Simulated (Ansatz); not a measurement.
Candidates: cuprite Ag2O, hematite (α-Fe2O3), rutile SnO2, rock-salt CdO, corundum Cr2O3, cubic perovskite KTaO3. Level: PBE (Ansatz, a quantum-chemistry and plane-wave program, PAW).

Density-functional runs with spin start from opposed moments for hematite (α-Fe2O3), opposed moments for corundum Cr2O3.

Spin–orbit coupling is left out, also for the solids with elements from indium on (rutile SnO2, cubic perovskite KTaO3); its size isn't shown.

The solid named is at each level's own relaxed cell; a reference phase can be a single point on another level's cell. Ansatz's density-functional and Hartree–Fock values are scalar-relativistic unless marked +SOC, with PAW data made under PBE.

Question: Order them by their formation enthalpy at this level, smallest first.

Answer: cubic perovskite KTaO3 (-2.657 eV/atom), corundum Cr2O3 (-1.975 eV/atom), rutile SnO2 (-1.626 eV/atom), hematite (α-Fe2O3) (-1.277 eV/atom), rock-salt CdO (-1.009 eV/atom), cuprite Ag2O (-0.089 eV/atom)
